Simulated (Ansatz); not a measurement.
difluoromethane (SMILES FCF) moved off its minimum; all values from Ansatz (a first-principles code), cores frozen in correlated methods.
(charge 0, multiplicity 1)
```xyz
5

F     -1.07207    -0.33367    -0.00950
C     -0.05988     0.50215     0.01351
F      1.10895    -0.19939     0.03141
H     -0.02059     1.00251     0.95792
H     -0.19485     1.21697    -0.85534
```

Task: Give the forces (eV/Å), the total energy and the dipole at CCSD(T)/aug-cc-pVTZ.

Result: 
```csv
atom,Fx,Fy,Fz
F1,-1.361,-1.387,-0.092
C2,0.912,1.700,-0.242
F3,0.118,-0.143,-0.962
H4,-0.469,0.759,0.587
H5,0.800,-0.929,0.710
```
Energy -238.7146 hartree, dipole 1.85 D.
